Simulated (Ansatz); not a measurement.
The first iterations of a band of AlH$_{4}$N (6 atoms, charge 0, multiplicity 1).

Method: Ansatz 0.2.0, RKS revPBE/def2-SVPD.

```yaml
movable_images: 7
climbing_image: yes
spring: 5.0 eV/Å²
optimiser: quadratic models (default)
start_path: through a guess of the saddle point
force_threshold: 0.05 eV/Å
iteration_limit: 60
end_points: relaxed
```

Image 0:

```xyz
6
Properties=species:S:1:pos:R:3
Al 0.564 0.031 0.057
N 0.970 -0.035 1.811
H 0.291 -0.136 2.567
H 1.914 0.023 2.196
H 1.773 0.198 -0.974
H -0.977 -0.081 -0.351
```

Image 8:

```xyz
6
Properties=species:S:1:pos:R:3
Al 0.019 -1.293 -0.099
N 1.218 0.103 1.276
H 0.589 0.549 1.957
H 1.983 -0.337 1.799
H 1.623 0.868 0.720
H -0.897 0.110 -0.346
```

| iteration | highest image above the first end (eV) | largest band force component (eV/Å) |
| --- | --- | --- |
| 1 | 5.409 | 3.826 |
| 2 | 4.356 | 2.030 |
| 3 | 3.967 | 1.863 |
| 4 | 3.823 | 1.649 |
| 5 | 3.307 | 1.372 |

Question: Does the band converge within its limit, and where does its top end?

Answer: It converged. It ended after 15 iterations with the highest image 2.769 eV above the first end. A vibrational analysis at the climbing image gives one clearly imaginary mode, 1323i cm⁻¹: a first-order saddle point. The orbitals stay closed-shell, which can raise the energy where a bond breaks towards radicals; this wasn't checked here.

Run time: 93 s on 2 threads of Intel(R) Xeon(R) Platinum 8259CL CPU @ 2.50GHz (Skylake/Cascade Lake), with other jobs on the host, peak memory 0.14 GiB.
